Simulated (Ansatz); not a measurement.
# CHAlP+ (quintet): from Hartree-Fock to the top rungs, cc-pVDZ

Aim: climb from Hartree-Fock through coupled cluster for CHAlP+ (quintet) at one geometry and basis, and see what each rung misses.

Program: Ansatz 0.2.0, Gaussian basis. Level of theory: cc-pVDZ, core rule «outside noble gas», up to 11 orbitals frozen. These are calculated values, not measurements.

To be run: UHF; CCSD(T) on ROHF; CCSD(T) on UHF; BCCD(T) on ROHF; CISD; CCSDT(Q) on ROHF; CCSDT(Q) on UHF.

25 further runs of the same task are left out: 8 that didn't finish, 17 set aside as unsound or not needed.

**1. What is computed**

The geometry is a PBE0/def2-TZVP stationary point (not a proven minimum) of the parent state, kept for this charge and spin.

4 atoms, charge 1, spin multiplicity 5.

Atoms are counted from 1 here; the program's logs count them from 0.

Bond lengths: Al1–C2 1.871 Å, Al1–P3 2.417 Å, C2–P3 1.736 Å, C2–H4 1.082 Å. Angles: C2–Al1–P3 45.6°, Al1–C2–P3 84.1°, Al1–C2–H4 136.4°, P3–C2–H4 139.5°, Al1–P3–C2 50.3°.

**2. UHF**

The input, in.yaml:

```yaml
crystal:
  periodic: [false, false, false]
  atoms:
    - {symbol: Al, position_ang: [0.000000, -0.253363, 1.296835]}
    - {symbol: C, position_ang: [0.000000, 1.076140, -0.019890]}
    - {symbol: P, position_ang: [0.000000, -0.266821, -1.120624]}
    - {symbol: H, position_ang: [0.000000, 2.158231, -0.041450]}
basis:
  gaussian: {orbitals: cc-pVDZ}
total_charge: 1
magnetization: {spin_polarized: true, initial_magnetization: 4}
hamiltonian: {xc: hf}
output: {orbitals: {seedname: orbitals}}
```

Run with:

```
ansatz run in.yaml --threads 1 --pin off --events-out ev --progress --plain --max-ram 2393MiB
```

The runs that follow: CCSD(T) on ROHF; CCSD(T) on UHF; BCCD(T) on ROHF; CISD; CCSDT(Q) on ROHF; CCSDT(Q) on UHF.

**Question.** What will the summary of the whole plan be? Wanted: UCCSDT(Q) below the RHF energy; RMP2 from UCCSDT(Q); UMP2 from UCCSDT(Q); RCCSD from UCCSDT(Q); RCCSD(T) from UCCSDT(Q); UCCSD(T) from UCCSDT(Q); RCCSDT(Q) from UCCSDT(Q); T1 diagnostic.

**Answer**, as computed:

| quantity | value |
| --- | --- |
| UCCSDT(Q) below the RHF energy | -7.2671 eV |
| RMP2 from UCCSDT(Q) | +1214.4 meV |
| UMP2 from UCCSDT(Q) | +1293.0 meV |
| RCCSD from UCCSDT(Q) | +318.6 meV |
| RCCSD(T) from UCCSDT(Q) | +59.6 meV |
| UCCSD(T) from UCCSDT(Q) | +60.2 meV |
| RCCSDT(Q) from UCCSDT(Q) | +2.3 meV |
| levels within 1 kcal/mol (43 meV) | RCCSDT, UCCSDT, RCCSDT(Q) |
| T1 diagnostic | 0.028 |

What this shows: RCCSD(T) lands +59.6 meV from the yardstick (0.8 % of the correlation energy). These misses are within one basis, not against nature; the frozen cores of restricted and unrestricted runs differ, which can shift their rows.
